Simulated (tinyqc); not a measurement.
Inside a calculation (part 1 of 2). Method: CIS and TDHF on RHF in the sto-3g basis, frozen core, for H2O, spin multiplicity 1. Computed by tinyqc, a small Python program that keeps every step (integrals from PySCF). Settings: charge = 0, multiplicity = 1, basis = sto-3g, method = RHF, frozen orbitals = 1, energy threshold = 1e-10, iteration cap = 80, orthogonalisation = symmetric, start = core, DIIS depth = 6, TDHF = 1. Command: `OMP_NUM_THREADS=1 python tinyqc.py 22749 22750 out.jsonl` (the two numbers bound the seeds that draw the settings). One thread of a shared host (Intel(R) Xeon(R) Processor @ 2.60GHz), about 0.07 s of CPU time with the checks. The early iterations of the SCF are left out here.

## One-electron integrals

Geometry (angstrom):
```
atom         x          y         z
O     0.000000   0.000000  0.000000
H     0.000000   0.905000  0.676000
H     0.000000  -0.905000  0.676000
```

Basis sto-3g: exponents (1/bohr^2) and contraction coefficients of normalised primitives:
```
element  l (shell)    exponent  coefficient
O            s (1)  130.709320     0.154329
O            s (1)   23.808861     0.535328
O            s (1)    6.443608     0.444635
O            s (2)    5.033151    -0.099967
O            s (2)    1.169596     0.399513
O            s (2)    0.380389     0.700115
O            p (3)    5.033151     0.155916
O            p (3)    1.169596     0.607684
O            p (3)    0.380389     0.391957
H            s (1)    3.425251     0.154329
H            s (1)    0.623914     0.535328
H            s (1)    0.168855     0.444635
```

Overlap, kinetic and nuclear-attraction integrals over the contracted functions; the nuclear repulsion is the sum of Za Zb / Rab.

nuclear repulsion = 7.78777680 hartree

overlap S, order 1O 1s, 1O 2s, 1O 2px, 1O 2py, 1O 2pz, 2H 1s, 3H 1s:
```
[[1.000000, 0.236704, 0.000000, 0.000000, 0.000000, 0.035797, 0.035797],
 [0.236704, 1.000000, 0.000000, 0.000000, 0.000000, 0.369122, 0.369122],
 [0.000000, 0.000000, 1.000000, 0.000000, 0.000000, 0.000000, 0.000000],
 [0.000000, 0.000000, 0.000000, 1.000000, 0.000000, 0.263818, -0.263818],
 [0.000000, 0.000000, 0.000000, 0.000000, 1.000000, 0.197062, 0.197062],
 [0.035797, 0.369122, 0.000000, 0.263818, 0.197062, 1.000000, 0.161557],
 [0.035797, 0.369122, 0.000000, -0.263818, 0.197062, 0.161557, 1.000000]]
```

kinetic energy T (hartree), order 1O 1s, 1O 2s, 1O 2px, 1O 2py, 1O 2pz, 2H 1s, 3H 1s:
```
[[29.003200, -0.168011, 0.000000, 0.000000, 0.000000, -0.008775, -0.008775],
 [-0.168011, 0.808128, 0.000000, 0.000000, 0.000000, 0.060917, 0.060917],
 [0.000000, 0.000000, 2.528731, 0.000000, 0.000000, 0.000000, 0.000000],
 [0.000000, 0.000000, 0.000000, 2.528731, 0.000000, 0.135871, -0.135871],
 [0.000000, 0.000000, 0.000000, 0.000000, 2.528731, 0.101490, 0.101490],
 [-0.008775, 0.060917, 0.000000, 0.135871, 0.101490, 0.760032, -0.006458],
 [-0.008775, 0.060917, 0.000000, -0.135871, 0.101490, -0.006458, 0.760032]]
```

nuclear attraction V (hartree), order 1O 1s, 1O 2s, 1O 2px, 1O 2py, 1O 2pz, 2H 1s, 3H 1s:
```
[[-61.555382, -7.404854, 0.000000, 0.000000, -0.013341, -1.146293, -1.146293],
 [-7.404854, -9.984888, 0.000000, 0.000000, -0.163877, -2.813648, -2.813648],
 [0.000000, 0.000000, -9.855622, 0.000000, 0.000000, 0.000000, 0.000000],
 [0.000000, 0.000000, 0.000000, -9.963587, 0.000000, -1.767429, 1.767429],
 [-0.013341, -0.163877, 0.000000, 0.000000, -9.915861, -1.361966, -1.361966],
 [-1.146293, -2.813648, 0.000000, -1.767429, -1.361966, -5.197281, -0.936773],
 [-1.146293, -2.813648, 0.000000, 1.767429, -1.361966, -0.936773, -5.197281]]
```

core Hamiltonian H = T + V (hartree), order 1O 1s, 1O 2s, 1O 2px, 1O 2py, 1O 2pz, 2H 1s, 3H 1s:
```
[[-32.552182, -7.572865, 0.000000, 0.000000, -0.013341, -1.155068, -1.155068],
 [-7.572865, -9.176760, 0.000000, 0.000000, -0.163877, -2.752731, -2.752731],
 [0.000000, 0.000000, -7.326890, 0.000000, 0.000000, 0.000000, 0.000000],
 [0.000000, 0.000000, 0.000000, -7.434856, 0.000000, -1.631558, 1.631558],
 [-0.013341, -0.163877, 0.000000, 0.000000, -7.387130, -1.260476, -1.260476],
 [-1.155068, -2.752731, 0.000000, -1.631558, -1.260476, -4.437249, -0.943230],
 [-1.155068, -2.752731, 0.000000, 1.631558, -1.260476, -0.943230, -4.437249]]
```

## Two-electron integrals

Functions are numbered as in S; the eight-fold symmetry (ij|kl) = (ji|kl) = (kl|ij) leaves the list below.

Two-electron integrals (ij|kl) in chemists' order, unique and non-zero (hartree):
```
(11|11) 4.785065    (21|11) 0.741380    (21|21) 0.136873    (22|11) 1.118947
(22|21) 0.256633    (22|22) 0.817206    (31|31) 0.024477    (32|31) 0.037809
(32|32) 0.180518    (33|11) 1.115814    (33|21) 0.256684    (33|22) 0.817023
(33|33) 0.880159    (41|41) 0.024477    (42|41) 0.037809    (42|42) 0.180518
(43|43) 0.047444    (44|11) 1.115814    (44|21) 0.256684    (44|22) 0.817023
(44|33) 0.785270    (44|44) 0.880159    (51|51) 0.024477    (52|51) 0.037809
(52|52) 0.180518    (53|53) 0.047444    (54|54) 0.047444    (55|11) 1.115814
(55|21) 0.256684    (55|22) 0.817023    (55|33) 0.785270    (55|44) 0.785270
(55|55) 0.880159    (61|11) 0.113451    (61|21) 0.020786    (61|22) 0.038782
(61|33) 0.038706    (61|41) 0.000761    (61|42) 0.001435    (61|44) 0.038856
(61|51) 0.000569    (61|52) 0.001072    (61|54) 0.000112    (61|55) 0.038790
(61|61) 0.003197    (62|11) 0.296833    (62|21) 0.069025    (62|22) 0.245915
(62|33) 0.241582    (62|41) 0.004157    (62|42) 0.032761    (62|44) 0.249770
(62|51) 0.003105    (62|52) 0.024471    (62|54) 0.006116    (62|55) 0.246150
(62|61) 0.010705    (62|62) 0.094326    (63|31) 0.006964    (63|32) 0.041473
(63|43) 0.006672    (63|53) 0.004983    (63|63) 0.012928    (64|11) 0.178371
(64|21) 0.041989    (64|22) 0.159709    (64|33) 0.152592    (64|41) 0.009167
(64|42) 0.061438    (64|44) 0.170958    (64|51) 0.001645    (64|52) 0.014913
(64|54) 0.008736    (64|55) 0.155395    (64|61) 0.006777    (64|62) 0.074462
(64|64) 0.071036    (65|11) 0.133236    (65|21) 0.031364    (65|22) 0.119297
(65|33) 0.113980    (65|41) 0.001645    (65|42) 0.014913    (65|44) 0.117732
(65|51) 0.008193    (65|52) 0.052612    (65|54) 0.009475    (65|55) 0.126041
(65|61) 0.005062    (65|62) 0.055620    (65|64) 0.043404    (65|65) 0.045349
(66|11) 0.459500    (66|21) 0.108566    (66|22) 0.445297    (66|33) 0.427961
(66|41) 0.007923    (66|42) 0.087717    (66|44) 0.460989    (66|51) 0.005918
(66|52) 0.065522    (66|54) 0.024671    (66|55) 0.446389    (66|61) 0.016954
(66|62) 0.222301    (66|64) 0.200265    (66|65) 0.149590    (66|66) 0.774606
(71|11) 0.113451    (71|21) 0.020786    (71|22) 0.038782    (71|33) 0.038706
(71|41) -0.000761   (71|42) -0.001435   (71|44) 0.038856    (71|51) 0.000569
(71|52) 0.001072    (71|54) -0.000112   (71|55) 0.038790    (71|61) 0.003146
(71|62) 0.010357    (71|64) 0.006036    (71|65) 0.004903    (71|66) 0.016264
(71|71) 0.003197    (72|11) 0.296833    (72|21) 0.069025    (72|22) 0.245915
(72|33) 0.241582    (72|41) -0.004157   (72|42) -0.032761   (72|44) 0.249770
(72|51) 0.003105    (72|52) 0.024471    (72|54) -0.006116   (72|55) 0.246150
(72|61) 0.010357    (72|62) 0.074421    (72|64) 0.040949    (72|65) 0.042597
(72|66) 0.140816    (72|71) 0.010705    (72|72) 0.094326    (73|31) 0.006964
(73|32) 0.041473    (73|43) -0.006672   (73|53) 0.004983    (73|63) 0.009803
(73|73) 0.012928    (74|11) -0.178371   (74|21) -0.041989   (74|22) -0.159709
(74|33) -0.152592   (74|41) 0.009167    (74|42) 0.061438    (74|44) -0.170958
(74|51) -0.001645   (74|52) -0.014913   (74|54) 0.008736    (74|55) -0.155395
(74|61) -0.006036   (74|62) -0.040949   (74|64) -0.013237   (74|65) -0.022988
(74|66) -0.070931   (74|71) -0.006777   (74|72) -0.074462   (74|74) 0.071036
(75|11) 0.133236    (75|21) 0.031364    (75|22) 0.119297    (75|33) 0.113980
(75|41) -0.001645   (75|42) -0.014913   (75|44) 0.117732    (75|51) 0.008193
(75|52) 0.052612    (75|54) -0.009475   (75|55) 0.126041    (75|61) 0.004903
(75|62) 0.042597    (75|64) 0.022988    (75|65) 0.033824    (75|66) 0.087712
(75|71) 0.005062    (75|72) 0.055620    (75|74) -0.043404   (75|75) 0.045349
(76|11) 0.093239    (76|21) 0.021887    (76|22) 0.084863    (76|33) 0.082886
(76|44) 0.084627    (76|51) 0.001529    (76|52) 0.014464    (76|55) 0.086984
(76|61) 0.003357    (76|62) 0.032245    (76|64) 0.022183    (76|65) 0.021400
(76|66) 0.079557    (76|71) 0.003357    (76|72) 0.032245    (76|74) -0.022183
(76|75) 0.021400    (76|76) 0.013909    (77|11) 0.459500    (77|21) 0.108566
(77|22) 0.445297    (77|33) 0.427961    (77|41) -0.007923   (77|42) -0.087717
(77|44) 0.460989    (77|51) 0.005918    (77|52) 0.065522    (77|54) -0.024671
(77|55) 0.446389    (77|61) 0.016264    (77|62) 0.140816    (77|64) 0.070931
(77|65) 0.087712    (77|66) 0.290387    (77|71) 0.016954    (77|72) 0.222301
(77|74) -0.200265   (77|75) 0.149590    (77|76) 0.079557    (77|77) 0.774606
```

## Orthogonalisation

S = U s U^T; symmetric (Loewdin) form X = U s^(-1/2) U^T, so that X^T S X = 1.

eigenvalues of S: [0.452737, 0.537481, 0.888055, 1.000000, 1.098320, 1.300962, 1.722445]

X, order 1O 1s, 1O 2s, 1O 2px, 1O 2py, 1O 2pz, 2H 1s, 3H 1s:
```
[[1.023527, -0.135758, 0.000000, 0.000000, -0.006787, 0.018451, 0.018451],
 [-0.135758, 1.144756, 0.000000, 0.000000, 0.064062, -0.210551, -0.210551],
 [0.000000, 0.000000, 1.000000, 0.000000, 0.000000, 0.000000, 0.000000],
 [0.000000, 0.000000, 0.000000, 1.068818, 0.000000, -0.168378, 0.168378],
 [-0.006787, 0.064062, 0.000000, 0.000000, 1.033412, -0.110230, -0.110230],
 [0.018451, -0.210551, 0.000000, -0.168378, -0.110230, 1.116867, -0.055061],
 [0.018451, -0.210551, 0.000000, 0.168378, -0.110230, -0.055061, 1.116867]]
```

## Iteration 8 (converged): orbitals

converged F (hartree), order 1O 1s, 1O 2s, 1O 2px, 1O 2py, 1O 2pz, 2H 1s, 3H 1s:
```
[[-20.255976, -5.163603, 0.000000, 0.000000, -0.024704, -0.795752, -0.795752],
 [-5.163603, -2.403663, 0.000000, 0.000000, -0.064174, -0.760732, -0.760732],
 [0.000000, 0.000000, -0.385980, 0.000000, 0.000000, 0.000000, 0.000000],
 [0.000000, 0.000000, 0.000000, -0.219687, 0.000000, -0.353860, 0.353860],
 [-0.024704, -0.064174, 0.000000, 0.000000, -0.261766, -0.308948, -0.308948],
 [-0.795752, -0.760732, 0.000000, -0.353860, -0.308948, -0.390422, -0.221258],
 [-0.795752, -0.760732, 0.000000, 0.353860, -0.308948, -0.221258, -0.390422]]
```

Diagonalise F' = X^T F X, C = X C', fill 5 alpha and 5 beta electrons from the bottom; D = 2 C_occ C_occ^T. Each column has its largest component positive (the first on a tie).

F' = X^T F X (hartree):
```
[[-19.882150, -2.683133, 0.000000, 0.000000, -0.051545, -0.082276, -0.082276],
 [-2.683133, -1.323463, 0.000000, 0.000000, 0.096890, -0.386000, -0.386000],
 [0.000000, 0.000000, -0.385980, 0.000000, 0.000000, 0.000000, 0.000000],
 [0.000000, 0.000000, 0.000000, -0.005826, 0.000000, -0.390385, 0.390385],
 [-0.051545, 0.096890, 0.000000, 0.000000, -0.148994, -0.287784, -0.287784],
 [-0.082276, -0.386000, 0.000000, -0.390385, -0.287784, -0.025664, -0.060179],
 [-0.082276, -0.386000, 0.000000, 0.390385, -0.287784, -0.060179, -0.025664]]
```

orbital energies (hartree): [-20.264188, -1.198454, -0.538112, -0.427069, -0.385980, 0.449263, 0.566801]

coefficients C, order 1O 1s, 1O 2s, 1O 2px, 1O 2py, 1O 2pz, 2H 1s, 3H 1s:
```
[[0.994483, -0.240630, 0.000000, 0.090187, 0.000000, -0.108315, 0.000000],
 [0.023735, 0.895977, 0.000000, -0.460640, 0.000000, 0.637289, 0.000000],
 [0.000000, 0.000000, 0.000000, 0.000000, 1.000000, 0.000000, 0.000000],
 [0.000000, 0.000000, 0.604166, 0.000000, 0.000000, 0.000000, 0.913267],
 [0.002915, 0.076877, 0.000000, 0.749692, 0.000000, 0.726935, 0.000000],
 [-0.004373, 0.140539, 0.453953, 0.336446, 0.000000, -0.698264, -0.713433],
 [-0.004373, 0.140539, -0.453953, 0.336446, 0.000000, -0.698264, 0.713433]]
```

D after iteration 8, order 1O 1s, 1O 2s, 1O 2px, 1O 2py, 1O 2pz, 2H 1s, 3H 1s:
```
[[2.110064, -0.467078, 0.000000, 0.000000, 0.104025, -0.015647, -0.015647],
 [-0.467078, 2.031056, 0.000000, 0.000000, -0.552778, -0.058329, -0.058329],
 [0.000000, 0.000000, 2.000000, 0.000000, 0.000000, 0.000000, 0.000000],
 [0.000000, 0.000000, 0.000000, 0.730032, 0.000000, 0.548526, -0.548526],
 [0.104025, -0.552778, 0.000000, 0.000000, 1.135914, 0.526045, 0.526045],
 [-0.015647, -0.058329, 0.000000, 0.548526, 0.526045, 0.678080, -0.146214],
 [-0.015647, -0.058329, 0.000000, -0.548526, 0.526045, -0.146214, 0.678080]]
```

## Convergence

Stop when the energy changes by less than 1e-10 hartree and every element of the error matrix X^T (F D S - S D F) X is below 3e-06.

Course of the cycle:
```
iteration   E (hartree)     change  largest element of the error matrix
1          -73.29664855          -                             5.36e-01
2          -74.78365912  -1.49e+00                             2.77e-01
3          -74.92429121  -1.41e-01                             5.21e-02
4          -74.92818878  -3.90e-03                             1.19e-02
5          -74.92848278  -2.94e-04                             2.96e-03
6          -74.92851943  -3.66e-05                             3.30e-04
7          -74.92851961  -1.81e-07                             3.17e-06
8          -74.92851961  -2.37e-11                             1.36e-07
```

PySCF RHF in the same basis = -74.92851961 hartree

Converged in 8 iterations.

## Integrals over molecular orbitals

(pq|rs) = sum C_ip C_jq C_kr C_ls (ij|kl), one index at a time.

one-electron integrals over orbitals h = C^T H C (hartree):
```
[[-32.535696, 0.571169, 0.000000, -0.200602, 0.000000, 0.249158, 0.000000],
 [0.571169, -7.549338, 0.000000, 0.529767, 0.000000, -1.185163, 0.000000],
 [0.000000, 0.000000, -5.943794, 0.000000, 0.000000, 0.000000, -1.785429],
 [-0.200602, 0.529767, 0.000000, -6.546774, 0.000000, -1.340630, 0.000000],
 [0.000000, 0.000000, 0.000000, 0.000000, -7.326890, 0.000000, 0.000000],
 [0.249158, -1.185163, 0.000000, -1.340630, 0.000000, -5.253942, 0.000000],
 [0.000000, 0.000000, -1.785429, 0.000000, 0.000000, 0.000000, -5.505709]]
```

Two-electron integrals over orbitals (pq|rs), unique and non-zero (hartree); the lowest 1 orbital is frozen and left out:
```
(22|22) 0.724160    (32|32) 0.128556    (33|22) 0.609404    (33|33) 0.586487
(42|22) -0.027210   (42|33) 0.004011    (42|42) 0.130126    (43|32) 0.029156
(43|43) 0.056499    (44|22) 0.660508    (44|33) 0.560882    (44|42) -0.093005
(44|44) 0.697059    (52|52) 0.151371    (53|53) 0.025925    (54|52) -0.042915
(54|54) 0.047337    (55|22) 0.756003    (55|33) 0.596259    (55|42) -0.079660
(55|44) 0.688049    (55|55) 0.880159    (62|22) 0.128831    (62|33) 0.063348
(62|42) 0.034029    (62|44) 0.061937    (62|55) 0.138822    (62|62) 0.093397
(63|32) -0.038518   (63|43) -0.039873   (63|63) 0.077479    (64|22) 0.131084
(64|33) 0.048333    (64|42) -0.047665   (64|44) 0.132659    (64|55) 0.152473
(64|62) 0.060424    (64|64) 0.099408    (65|52) 0.050584    (65|54) 0.006303
(65|65) 0.033787    (66|22) 0.587449    (66|33) 0.543558    (66|42) 0.047164
(66|44) 0.540267    (66|55) 0.572867    (66|62) 0.089271    (66|64) 0.053213
(66|66) 0.575320    (72|32) 0.056511    (72|43) -0.028860   (72|63) 0.028811
(72|72) 0.069326    (73|22) 0.168693    (73|33) 0.088259    (73|42) -0.075818
(73|44) 0.142693    (73|55) 0.204748    (73|62) 0.067477    (73|64) 0.102694
(73|66) 0.044720    (73|73) 0.160102    (74|32) -0.070893   (74|43) -0.014991
(74|63) 0.056295    (74|72) -0.017474   (74|74) 0.070494    (75|53) 0.023935
(75|75) 0.025365    (76|32) 0.085000    (76|43) 0.063988    (76|63) -0.068686
(76|72) -0.002765   (76|74) -0.060366   (76|76) 0.112987    (77|22) 0.607425
(77|33) 0.577824    (77|42) -0.019804   (77|44) 0.576531    (77|55) 0.608550
(77|62) 0.060424    (77|64) 0.053311    (77|66) 0.545491    (77|73) 0.098492
(77|77) 0.593895
```

## CIS matrix, singlets

A(ia,jb) = (e_a - e_i) d_ij d_ab + 2 (ia|jb) - (ij|ab).

CIS matrix A, singlet (hartree), order 2>6, 2>7, 3>6, 3>7, 4>6, 4>7, 5>6, 5>7:
```
[[1.247061, 0.000000, 0.000000, 0.049955, 0.073684, 0.000000, 0.000000, 0.000000],
 [0.000000, 1.296482, -0.027378, 0.000000, 0.000000, -0.015144, 0.000000, 0.000000],
 [0.000000, -0.027378, 0.598775, 0.000000, 0.000000, 0.048603, 0.000000, 0.000000],
 [0.049955, 0.000000, 0.000000, 0.847293, 0.141400, 0.000000, 0.000000, 0.000000],
 [0.073684, 0.000000, 0.000000, 0.141400, 0.534882, 0.000000, 0.000000, 0.000000],
 [0.000000, -0.015144, 0.048603, 0.000000, 0.000000, 0.558326, 0.000000, 0.000000],
 [0.000000, 0.000000, 0.000000, 0.000000, 0.000000, 0.000000, 0.329950, 0.000000],
 [0.000000, 0.000000, 0.000000, 0.000000, 0.000000, 0.000000, 0.000000, 0.394961]]
```

## CIS singlet states

dipole integrals <i|r|a> (bohr), order 2>6, 2>7, 3>6, 3>7, 4>6, 4>7, 5>6, 5>7:
```
[[0.000000, 0.000000, -0.026284],
 [0.000000, -0.067182, 0.000000],
 [0.000000, -0.958642, 0.000000],
 [0.000000, 0.000000, -0.698503],
 [0.000000, 0.000000, -0.590776],
 [0.000000, -0.804624, 0.000000],
 [0.070385, 0.000000, 0.000000],
 [0.000000, 0.000000, 0.000000]]
```

Diagonalise A (1 hartree = 27.211386 eV); each vector has its largest component positive (the first on a tie). The transition dipole is mu = sqrt2 sum c_ia <i|r|a>.

singlet excitation energies (eV): [8.978409, 10.747440, 12.979347, 14.310457, 17.135979, 24.141702, 34.424109, 35.318993]

lowest vectors, order 2>6, 2>7, 3>6, 3>7, 4>6, 4>7, 5>6, 5>7:
```
[[0.000000, 0.000000, -0.066896, 0.000000, 0.000000, -0.195718],
 [0.000000, 0.000000, 0.000000, -0.003406, 0.046708, 0.000000],
 [0.000000, 0.000000, 0.000000, -0.555729, 0.830365, 0.000000],
 [0.000000, 0.000000, -0.348033, 0.000000, 0.000000, 0.923561],
 [0.000000, 0.000000, 0.935092, 0.000000, 0.000000, 0.329740],
 [0.000000, 0.000000, 0.000000, 0.831356, 0.555258, 0.000000],
 [1.000000, 0.000000, 0.000000, 0.000000, 0.000000, 0.000000],
 [0.000000, 1.000000, 0.000000, 0.000000, 0.000000, 0.000000]]
```

oscillator strengths 2/3 w |mu|^2: [0.002179, 0.000000, 0.060163, 0.012961, 1.303431, 0.824305]

## TDHF (RPA) singlet states

B(ia,jb) = 2 (ia|jb) - (ib|ja); the squared energies are the eigenvalues of (A - B)(A + B); 1 hartree = 27.211386 eV.

TDHF matrix B, singlet (hartree), order 2>6, 2>7, 3>6, 3>7, 4>6, 4>7, 5>6, 5>7:
```
[[0.093397, 0.000000, 0.000000, 0.106144, 0.060424, 0.000000, 0.000000, 0.000000],
 [0.000000, 0.069326, -0.009856, 0.000000, 0.000000, -0.017474, 0.000000, 0.000000],
 [0.000000, -0.009856, 0.077479, 0.000000, 0.000000, 0.009896, 0.000000, 0.000000],
 [0.106144, 0.000000, 0.000000, 0.160102, 0.149093, 0.000000, 0.000000, 0.000000],
 [0.060424, 0.000000, 0.000000, 0.149093, 0.099408, 0.000000, 0.000000, 0.000000],
 [0.000000, -0.017474, 0.009896, 0.000000, 0.000000, 0.070494, 0.000000, 0.000000],
 [0.000000, 0.000000, 0.000000, 0.000000, 0.000000, 0.000000, 0.033787, 0.000000],
 [0.000000, 0.000000, 0.000000, 0.000000, 0.000000, 0.000000, 0.000000, 0.025365]]
```

squared energies w^2 (hartree^2): [0.107726, 0.155351, 0.221695, 0.272481, 0.389487, 0.719818, 1.554961, 1.679063]

TDHF energies from the positive w^2 (eV): [8.931212, 10.725255, 12.812341, 14.204254, 16.982315, 23.086711, 33.932070, 35.260147]

## CIS matrix, triplets

A(ia,jb) = (e_a - e_i) d_ij d_ab - (ij|ab).

CIS matrix A, triplet (hartree), order 2>6, 2>7, 3>6, 3>7, 4>6, 4>7, 5>6, 5>7:
```
[[1.060268, 0.000000, 0.000000, -0.085000, -0.047164, 0.000000, 0.000000, 0.000000],
 [0.000000, 1.157830, -0.085000, 0.000000, 0.000000, 0.019804, 0.000000, 0.000000],
 [0.000000, -0.085000, 0.443817, 0.000000, 0.000000, -0.063988, 0.000000, 0.000000],
 [-0.085000, 0.000000, 0.000000, 0.527089, -0.063988, 0.000000, 0.000000, 0.000000],
 [-0.047164, 0.000000, 0.000000, -0.063988, 0.336065, 0.000000, 0.000000, 0.000000],
 [0.000000, 0.019804, -0.063988, 0.000000, 0.000000, 0.417339, 0.000000, 0.000000],
 [0.000000, 0.000000, 0.000000, 0.000000, 0.000000, 0.000000, 0.262377, 0.000000],
 [0.000000, 0.000000, 0.000000, 0.000000, 0.000000, 0.000000, 0.000000, 0.344232]]
```

## CIS triplet states

Diagonalise A (1 hartree = 27.211386 eV); each vector has its largest component positive (the first on a tie).

triplet excitation energies (eV): [7.139632, 8.433837, 9.367026, 9.885166, 13.249700, 14.643609, 29.261533, 31.804558]

lowest vectors, order 2>6, 2>7, 3>6, 3>7, 4>6, 4>7, 5>6, 5>7:
```
[[0.000000, 0.095082, 0.000000, 0.000000, 0.000000, 0.123200],
 [0.000000, 0.000000, 0.000000, 0.051118, 0.113993, 0.000000],
 [0.000000, 0.000000, 0.000000, 0.653744, 0.747215, 0.000000],
 [0.000000, 0.315436, 0.000000, 0.000000, 0.000000, 0.937448],
 [0.000000, 0.944171, 0.000000, 0.000000, 0.000000, -0.325597],
 [0.000000, 0.000000, 0.000000, 0.754987, -0.654733, 0.000000],
 [1.000000, 0.000000, 0.000000, 0.000000, 0.000000, 0.000000],
 [0.000000, 0.000000, 1.000000, 0.000000, 0.000000, 0.000000]]
```
